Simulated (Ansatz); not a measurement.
```yaml
crystal:
  periodic: [false, false, false]
  atoms:
    - {symbol: C, position_ang: [0.000000, 0.000000, 0.000000]}
    - {symbol: Se, position_ang: [0.000000, 0.000000, 1.822800]}
basis:
  gaussian: {orbitals: def2-TZVP}
total_charge: 1
magnetization: {spin_polarized: true, initial_magnetization: 1}
hamiltonian: {xc: pbe0}
relax: {f_tol: 0.004, max_steps: 80}
```

```sh
$ ansatz run in.yaml --threads 1 --pin off --events-out ev --progress --plain --max-ram 2176MiB
```

Steps of the relaxation (energy above the last step; positions in Å, forces in eV/Å):

```
2
step 1, 668.0 meV
C     0.000    0.000    0.000    0.000    0.000    5.399
Se    0.000    0.000    1.823    0.000    0.000   -5.399
```

```
2
step 2, 91.2 meV
C     0.000    0.000    0.067    0.000    0.000    2.668
Se    0.000    0.000    1.756    0.000    0.000   -2.668
```

```
2
step 3, 45.8 meV
C     0.000    0.000    0.120    0.000    0.000   -2.335
Se    0.000    0.000    1.703    0.000    0.000    2.335
```

```
2
step 4, 0.0 meV
C     0.000    0.000    0.099    0.000    0.000    0.055
Se    0.000    0.000    1.724    0.000    0.000   -0.055
```

```
2
step 5, 0.0 meV
C     0.000    0.000    0.099    0.000    0.000   -0.031
Se    0.000    0.000    1.723    0.000    0.000    0.031
```

```
2
step 6, 0.0 meV
C     0.000    0.000    0.099    0.000    0.000    0.000
Se    0.000    0.000    1.724    0.000    0.000    0.000
```

Close pairs at the end: C1–Se2 1.624 Å.

A stationary point of unrestricted PBE0 after 6 steps, with ⟨S²⟩ = 0.848 against 0.75 for a pure state. 9 s on 1 thread of AMD EPYC 9R45, shared host.
